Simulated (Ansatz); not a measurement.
```yaml
crystal:
  periodic: [false, false, false]
  atoms:
    - {symbol: Sc, position_ang: [-0.773116, 0.006862, 0.003781]}
    - {symbol: N, position_ang: [1.974485, -0.017526, -0.009657]}
    - {symbol: H, position_ang: [2.339678, -0.967929, -0.006436]}
    - {symbol: H, position_ang: [2.356300, 0.457025, 0.806228]}
    - {symbol: H, position_ang: [2.348201, 0.448378, -0.834244]}
basis:
  gaussian: {orbitals: def2-TZVP}
magnetization: {spin_polarized: true, initial_magnetization: 1}
hamiltonian: {xc: pbe0}
relax: {f_tol: 0.004, max_steps: 80}
```

```sh
$ ansatz run in.yaml --threads 1 --pin off --events-out ev --progress --plain --max-ram 2176MiB
```

Steps of the relaxation (energy above the last step; positions in Å, forces in eV/Å):

```
5
step 1, 248.7 meV
Sc   -0.773    0.007    0.004    0.680   -0.006   -0.004
N     1.974   -0.018   -0.010   -0.486    0.005    0.001
H     2.340   -0.968   -0.006   -0.063    0.063    0.001
H     2.356    0.457    0.806   -0.064   -0.031   -0.053
H     2.348    0.448   -0.834   -0.067   -0.031    0.055
```

```
5
step 2, 82.4 meV
Sc   -0.578    0.005    0.002    0.609   -0.005   -0.004
N     1.922   -0.017   -0.009   -0.450    0.006   -0.001
H     2.293   -0.965   -0.006   -0.052   -0.059    0.002
H     2.309    0.456    0.804   -0.051    0.029    0.052
H     2.300    0.448   -0.832   -0.056    0.029   -0.050
```

```
5
step 3, 6.7 meV
Sc   -0.387    0.004    0.001   -0.155    0.003   -0.002
N     1.867   -0.017   -0.009    0.556   -0.002   -0.008
H     2.248   -0.967   -0.006   -0.130    0.045    0.004
H     2.265    0.458    0.807   -0.131   -0.025   -0.036
H     2.253    0.449   -0.834   -0.141   -0.022    0.041
```

```
5
step 6, 0.1 meV
Sc   -0.394    0.006   -0.002   -0.005   -0.001    0.001
N     1.888   -0.018   -0.007   -0.036   -0.022    0.040
H     2.246   -0.973   -0.005    0.007   -0.001   -0.002
H     2.263    0.460    0.812    0.007    0.002    0.000
H     2.243    0.452   -0.839    0.027    0.022   -0.039
```

```
5
step 8, 0.0 meV
Sc   -0.396    0.005   -0.001    0.000    0.000    0.000
N     1.887   -0.018   -0.007    0.000    0.000    0.001
H     2.246   -0.973   -0.005    0.000    0.001    0.000
H     2.263    0.460    0.812    0.000    0.000   -0.001
H     2.246    0.452   -0.839    0.000    0.000    0.000
```

Close pairs at the end: N2–H5 1.020 Å, N2–H3 1.020 Å, N2–H4 1.020 Å, Sc1–N2 2.283 Å, Sc1–H5 2.807 Å.

A stationary point of unrestricted PBE0 after 8 steps, with ⟨S²⟩ = 0.793 against 0.75 for a pure state; no frequencies were run, so it isn't proven a minimum. 7.2 min on 1 thread of Arm Neoverse V1, shared host.
